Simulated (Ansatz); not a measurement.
# AlSi (quartet): wave-function methods side by side at distance Si1–Al2 = 3.822 Å, cc-pVDZ

Aim: climb from Hartree-Fock through coupled cluster and multireference methods for AlSi (quartet) at one geometry and basis, and see what each rung misses.

The runs use Ansatz 0.2.0, Gaussian basis; cc-pVDZ, core rule «outside noble gas», up to 10 orbitals frozen.

To be run: UHF; CCSD(T) on ROHF; CCSD(T) on UHF; BCCD(T) on ROHF; CISD; CCSDT(Q) on ROHF; CCSDT(Q) on UHF; CASSCF and MRCISD+Q, 5 electrons in 5 orbitals; CASSCF and NEVPT2, 5 electrons in 5 orbitals; CASSCF and MRCISD+Q, 7 electrons in 8 orbitals; CASSCF and MRCISD+Q(relaxed), 7 electrons in 8 orbitals; CASSCF and NEVPT2, 7 electrons in 8 orbitals; Full CI.

23 further runs of the same task are left out: 19 that didn't finish, 4 set aside as unsound or not needed.

### 1 The system

The geometry derives from a PBE0/def2-TZVP stationary point (not a proven minimum). One bond is set to the value named and the two fragments are kept rigid.

2 atoms, charge 0, spin multiplicity 4.

Atoms are counted from 1 here; the program's logs count them from 0.

No contacts short enough for the rule that draws bonds.

### 2 UHF

in.yaml reads:

```yaml
crystal:
  periodic: [false, false, false]
  atoms:
    - {symbol: Si, position_ang: [0.000000, 0.000000, 0.000000]}
    - {symbol: Al, position_ang: [0.000000, 0.000000, 3.822000]}
basis:
  gaussian: {orbitals: cc-pVDZ}
magnetization: {spin_polarized: true, initial_magnetization: 3}
hamiltonian: {xc: hf}
output: {orbitals: {seedname: orbitals}}
```

Started as:

```sh
ansatz run in.yaml --threads 1 --pin off --events-out ev --progress --plain --max-ram 2393MiB
```

After this run come: CCSD(T) on ROHF; CCSD(T) on UHF; BCCD(T) on ROHF; CISD; CCSDT(Q) on ROHF; CCSDT(Q) on UHF; CASSCF and MRCISD+Q, 5 electrons in 5 orbitals; CASSCF and NEVPT2, 5 electrons in 5 orbitals; CASSCF and MRCISD+Q, 7 electrons in 8 orbitals; CASSCF and MRCISD+Q(relaxed), 7 electrons in 8 orbitals; CASSCF and NEVPT2, 7 electrons in 8 orbitals; Full CI.

**Question.** What will the summary of the whole plan be? Wanted: FCI below the RHF energy; RMP2 from FCI; UMP2 from FCI; RCCSD from FCI; RCCSD(T) from FCI; UCCSD(T) from FCI; RCCSDT(Q) from FCI; UCCSDT(Q) from FCI; NEVPT2 valence from FCI.

As calculated:

| quantity | value |
| --- | --- |
| FCI below the RHF energy | -3.5301 eV |
| RMP2 from FCI | +26.52 kcal/mol |
| UMP2 from FCI | +26.95 kcal/mol |
| RCCSD from FCI | +4.93 kcal/mol |
| RCCSD(T) from FCI | +2.61 kcal/mol |
| UCCSD(T) from FCI | +2.76 kcal/mol |
| RCCSDT(Q) from FCI | -0.07 kcal/mol |
| UCCSDT(Q) from FCI | -0.05 kcal/mol |
| NEVPT2 valence from FCI | +15.48 kcal/mol |
| MRCISD+Q valence from FCI | +0.33 kcal/mol |
| MRCISD+Q(relaxed) valence from FCI | -0.81 kcal/mol |
| levels within 1 kcal/mol (43 meV) | RCCSDT, UCCSDT, RCCSDT(Q), UCCSDT(Q), MRCISD+Q valence, MRCISD+Q(relaxed) valence |
| T1 diagnostic | 0.041 |
| effectively unpaired electrons | 3.16 |

**Reading.** RCCSD(T) misses by +2.61 kcal/mol, 3.2 % of the correlation energy. RCCSDT(Q), MRCISD+Q(relaxed) valence fall below full CI, which methods that aren't variational can do. The occupations are near whole numbers, but T1 = 0.041 shows that the orbitals relax strongly. Of the multireference levels listed MRCISD+Q valence comes nearest in total energy (+0.33 kcal/mol), which doesn't show that its space is the better one. These misses are within one basis, not against nature; the frozen cores of restricted and unrestricted runs differ, which can shift their rows.
